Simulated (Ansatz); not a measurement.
I need a rigid scan of one bond angle of C2H5NS, SMILES C=NCS. Use Ansatz 0.2.0, Python API. Settings (for the species named): r2SCAN, def2-SVP basis, multiplicity 1, D3BJ dispersion.

```tsv
atom	x (Å)	y (Å)	z (Å)
C	-0.1060	1.1723	-0.8949
N	-0.7532	0.1434	-0.5209
C	0.1167	-0.8497	0.0511
S	0.5701	-0.6364	1.8288
H	0.9338	1.3815	-0.8265
H	-0.7395	2.0478	-1.3640
H	-0.2892	-1.8320	-0.0593
H	1.1424	-0.8799	-0.4804
H	-0.7865	-0.5932	2.2490
```

The script, `bend_c2h5ns.py`:
```python
'''Bending curve of C2H5NS.'''

import ansatz
from ase import Atoms

atoms = Atoms(['C', 'N', 'C', 'S', 'H', 'H', 'H', 'H', 'H'], positions=[
    [-0.106, 1.1723, -0.8949],
    [-0.7532, 0.1434, -0.5209],
    [0.1167, -0.8497, 0.0511],
    [0.5701, -0.6364, 1.8288],
    [0.9338, 1.3815, -0.8265],
    [-0.7395, 2.0478, -1.364],
    [-0.2892, -1.832, -0.0593],
    [1.1424, -0.8799, -0.4804],
    [-0.7865, -0.5932, 2.249],
])

# relax first, so that the scan starts from a minimum
first = (
    ansatz.Crystal.molecule_from_ase(atoms).calculation()
    .basis(gaussian='def2-SVP')
    .functional('r2SCAN', dispersion='d3bj')
    .relax(force_tolerance=0.02, max_steps=80)
)
atoms.positions = first.run(threads=1).report['positions_ang']

rows = []
for angle in [85, 95, 105, 115, 125, 140, 160]:
    bent = atoms.copy()
    bent.set_angle(2, 3, 8, angle, indices=[8])
    calculation = (
        ansatz.Crystal.molecule_from_ase(bent).calculation()
        .basis(gaussian='def2-SVP')
        .functional('r2SCAN', dispersion='d3bj')
    )
    rows.append((angle, calculation.run(threads=1).report['free_energy_ev']))
floor = min(e for _, e in rows)
for angle, e in rows:
    print(f'angle C2-S3-H8 = {angle:3d} deg   {1000 * (e - floor):9.1f} meV')
```

`python bend_c2h5ns.py` gives:
```text
DeckWarning: the engine holds no damping parameters fitted to this dispersion correction and functional, so the run takes those fitted to r2scan beside the three-body term, which d3bj leaves out (hamiltonian.dispersion, under Limitations)
angle C2-S3-H8 =  85 deg        86.5 meV
angle C2-S3-H8 =  95 deg         0.0 meV
angle C2-S3-H8 = 105 deg        72.3 meV
angle C2-S3-H8 = 115 deg       285.4 meV
angle C2-S3-H8 = 125 deg       621.3 meV
angle C2-S3-H8 = 140 deg      1310.4 meV
angle C2-S3-H8 = 160 deg      2379.3 meV
```
(Warnings from the package without file and line.)

The scan is rigid, and the energies are electronic, in a modest basis. The zero is the lowest point of the grid, which needn't be the minimum. A dispersion term here runs with damping parameters fitted for another variant or functional. It ran for 92 s on 1 thread of Arm Neoverse V1 (shared host), peak memory 0.25 GiB.
